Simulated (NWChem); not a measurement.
**Ionisation of NO2**

```
N
O 1 1.1917
O 1 1.1917 2 134.61
```
Charge 0, spin multiplicity 2.

The numbers come from NWChem runs, not from measurements. The geometry was optimised at UB3LYP/def2-SVP, a minimum by its harmonic frequencies.

Basis set: def2-TZVP. The species with one electron less has spin multiplicity 1 and keeps the geometry of the parent. Δ marks differences of total energies (open shells unrestricted). −ε marks an orbital energy of the parent. That orbital need not have the symmetry of the hole or added electron in the Δ rows. That singlet is a closed-shell solution.

B3LYP has NWChem's definition, with VWN1-RPA local correlation. The structure started from a generated list of species. The unpaired electrons of the parent sit in orbitals of symmetry a1 (C2v labels of the run); other states weren't searched. No SCF solution was tested for a lower state.

**Question.** One of these methods gave a first vertical ionisation energy of 6.33 eV. Which?
(A) ΔB3LYP
(B) −ε(alpha HOMO) of PBE
(C) −ε(alpha HOMO) of r2SCAN
(D) −ε(alpha HOMO) of B3LYP

**Answer.** B, −ε(alpha HOMO) of PBE. The others give 8.04 (−ε(alpha HOMO) of B3LYP), 6.86 (−ε(alpha HOMO) of r2SCAN), 11.64 (ΔB3LYP).
